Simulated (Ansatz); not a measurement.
H2S3 was relaxed with r2SCAN-D4 (def2-TZVP) in Ansatz in these states: charge +1 doublet, neutral singlet. The geometries follow in no particular order.

A:

Cartesian coordinates in Å:
```
S -1.085 -1.279 -0.049
S -0.433 0.529 -0.781
S 1.220 1.114 0.293
H -1.863 -0.820 0.953
H 2.161 0.456 -0.415
```

B:

Cartesian coordinates in Å:
```
S -1.6027 -0.3223 -0.2598
S 0.1982 -0.7411 -1.0926
S 1.6484 0.1518 0.0084
H -1.3148 0.9435 0.1247
H 1.0709 -0.0319 1.2192
```

Judge from the bond lengths which geometry belongs to which state (an estimate).

A is the neutral singlet (S1–S2 2.057 Å, S2–S3 2.057 Å, S1–H4 1.349 Å); B is the charge +1 doublet (S1–S2 2.028 Å, S2–S3 2.028 Å, S1–H4 1.354 Å).
